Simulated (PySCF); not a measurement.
Aluminium: a sound run and one with changed settings

Sound run: Al [Ne] 3s2 3p1, Al⁺ [Ne] 3s2. Computed with PySCF 2.14 in cc-pV(T+d)Z, with the non-relativistic Hamiltonian (point nucleus). The sound run starts from symmetry-adapted Hartree-Fock orbitals and uses a fine grid where one is needed.

A second run was set up differently.

| species | method | sound run (hartree) | changed run (hartree) | converged |
| --- | --- | --- | --- | --- |
| Al | UHF | -241.87908 | -241.87908 | yes |
| Al | MN15 | -242.24957 | -242.39183 | yes |
| Al | M06-L | -242.35063 | -242.33019 | yes |
| Al⁺ | UHF | -241.67338 | -241.67338 | yes |
| Al⁺ | MN15 | -242.04105 | -242.15112 | yes |
| Al⁺ | M06-L | -242.13568 | -242.07560 | yes |

Ionisation energy of Al:

```json
{"method": "UHF", "sound run (eV)": "5.598", "changed run (eV)": "5.598"}
{"method": "MN15", "sound run (eV)": "5.674", "changed run (eV)": "6.550"}
{"method": "M06-L", "sound run (eV)": "5.849", "changed run (eV)": "6.928"}
```

(1) What was changed?
A. radial grid too coarse
B. all electrons correlated in a valence basis
C. too few SCF iterations
D. basis contracted for another Hamiltonian

## Answers

(1) A. It used radial step 0.8 in ln r (0.13 in the sound run). A coarse radial grid mis-integrates the density and the exchange-correlation energy, with errors of either sign; Hartree-Fock needs no grid.
